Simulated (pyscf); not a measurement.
Elementary routes open to Cl–GeH₂–GeH₃ (SMILES [Cl][GeH2][GeH3]) in the gas phase (singlet surface):
A. Cl–GeH₃ (SMILES [Cl][GeH3]) + GeH₂ (SMILES [GeH2]) [singlet] (Ge–Ge, Cl–Ge broken; Cl–Ge formed)
B. Cl–GeH=GeH₂ (SMILES [Cl][GeH]=[GeH2]) + H₂ (SMILES [H][H]) (Ge–H, Ge–H broken; H–H formed)

Structures and frequencies: ωB97X-D3(BJ)/def2-SVP in PySCF.

**Question.** Rank the routes by free-energy barrier at 298 K, lowest first, for ωB97M-D3(BJ)/def2-TZVP energies (ideal gas, 1 atm, RRHO with modes under 100 cm⁻¹ raised to 100, one conformer, R ln 2 for chiral ones without a mode under 150 cm⁻¹).

**Answer.** A (44.5 kcal/mol), B (64.3 kcal/mol)

Route A is the fastest of these, ahead of the next by 19.8 kcal/mol. The most stable products are those of A (ΔG = +31.9 kcal/mol), so kinetics and thermodynamics agree. At 1200 K A is still the fastest. A: On the product side the descent ends in an adduct with a Cl–Ge contact, 12.8 kcal/mol under the separated species and 7.3 kcal/mol under the saddle at ωB97X-D3(BJ)/def2-TZVP. Only these routes are compared; each barrier is that of the saddle found, and lower ones may exist. Elements up to Kr have no core potential and no relativistic terms here.
